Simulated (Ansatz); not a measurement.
What does this script print? It uses Ansatz's Python interface.

`run_freq.py`:
```python
import itertools
import warnings

import ansatz as az
from ase.data import atomic_numbers, covalent_radii
import numpy as np

warnings.simplefilter("ignore", az.DeckWarning)

geometry_ang = [
    ("C", [1.24, -0.0384, -0.0201]),
    ("N", [0.5324, 1.1293, 0.0228]),
    ("C", [-0.7132, 0.7164, 0.0306]),
    ("N", [-0.7418, -0.6417, -0.0062]),
    ("N", [0.5005, -1.1505, -0.0392]),
    ("H", [2.3218, -0.078, -0.0378]),
    ("H", [-1.6012, 1.3311, 0.061]),
    ("H", [-1.5386, -1.2682, -0.0111]),
]
system = az.Crystal.molecule()
for symbol, xyz in geometry_ang:
    system = system.atom(symbol, xyz)

model = (
    system.calculation()
    .basis(gaussian="def2-SVP")
    .functional("HF")
)
symbols = [site.symbol for site in system.cartesian_sites]
start = np.array([site.position_ang for site in system.cartesian_sites], dtype=float)
r = model.relax(force_tolerance=0.003, max_steps=100).run(threads=1).report
end = np.array(r["positions_ang"])

radius = [covalent_radii[atomic_numbers[s]] for s in symbols]
span = lambda where, i, j: np.linalg.norm(where[i] - where[j])
bonded = [(i, j) for i, j in itertools.combinations(range(len(symbols)), 2) if min(span(start, i, j), span(end, i, j)) < 1.2 * (radius[i] + radius[j])]
print("pair        before    after (A)")
for i, j in bonded:
    print(f"{symbols[i]}{i}-{symbols[j]}{j}".ljust(10), f"{span(start, i, j):8.4f} {span(end, i, j):8.4f}")

minimum = az.Crystal.molecule()
for symbol, place in zip(symbols, end):
    minimum = minimum.atom(symbol, place.tolist())
vibrating = minimum.calculation()
vibrating = vibrating.basis(gaussian="def2-SVP").functional("HF")
vibrating = vibrating.phonons(temperatures=(200, 600, 100))
vib = vibrating.run(threads=1).report["vibrations"]
sums = vib["harmonic_sums"]
modes = [m["omega_inv_cm"] for m in sums["modes_at_gamma"] if m["rigid_motion"] == "no"]
print("frequencies (1/cm):", " ".join(f"{w:.0f}" for w in modes))
print("imaginary modes:", sum(w < 0 for w in modes), " zero-point energy:", round(sums["zero_point_energy_ev"], 4), "eV")
print("T (K)   F_vib (eV)   S_vib (meV/K)   C_vib (meV/K)")
for row in zip(sums["temperatures_k"], sums["vibrational_free_energy_ev"], vib["entropy_ev_per_k"], vib["heat_capacity_ev_per_k"]):
    print(f"{row[0]:6.1f} {row[1]:11.4f} {1000 * row[2]:13.4f} {1000 * row[3]:15.4f}")

heavier = vibrating.phonons(masses={"H": 2.014102}).run(threads=1).report["vibrations"]["harmonic_sums"]
print("deuterated (1/cm):", " ".join(f"{m['omega_inv_cm']:.0f}" for m in heavier["modes_at_gamma"] if m["rigid_motion"] == "no"))
print("zero-point energy falls by", round(sums["zero_point_energy_ev"] - heavier["zero_point_energy_ev"], 4), "eV")
```

```console
$ python run_freq.py
pair        before    after (A)
C0-N1        1.3660   1.3530
C0-N4        1.3357   1.2934
C0-H5        1.0827   1.0780
N1-C2        1.3123   1.2948
C2-N3        1.3589   1.3325
C2-H6        1.0804   1.0790
N3-N4        1.3429   1.3308
N3-H7        1.0136   0.9981
frequencies (1/cm): 641 740 763 1016 1044 1058 1081 1187 1237 1288 1400 1470 1577 1635 1767 3425 3434 3904
imaginary modes: 0  zero-point energy: 1.7772 eV
T (K)   F_vib (eV)   S_vib (meV/K)   C_vib (meV/K)
 200.0      1.7769        0.0119          0.0556
 300.0      1.7736        0.0598          0.2023
 400.0      1.7637        0.1427          0.3835
 500.0      1.7444        0.2469          0.5529
 600.0      1.7140        0.3608          0.6954
deuterated (1/cm): 498 611 672 863 886 897 925 1034 1077 1089 1247 1398 1509 1547 1716 2549 2559 2875
zero-point energy falls by 0.2923 eV
```

These settings explore the input space; basis and method may be short of convergence. The frequencies are harmonic and unscaled, in a modest basis. Hardware and time: 120 s on 1 thread of Arm Neoverse V1 (shared host), peak memory 0.23 GiB.
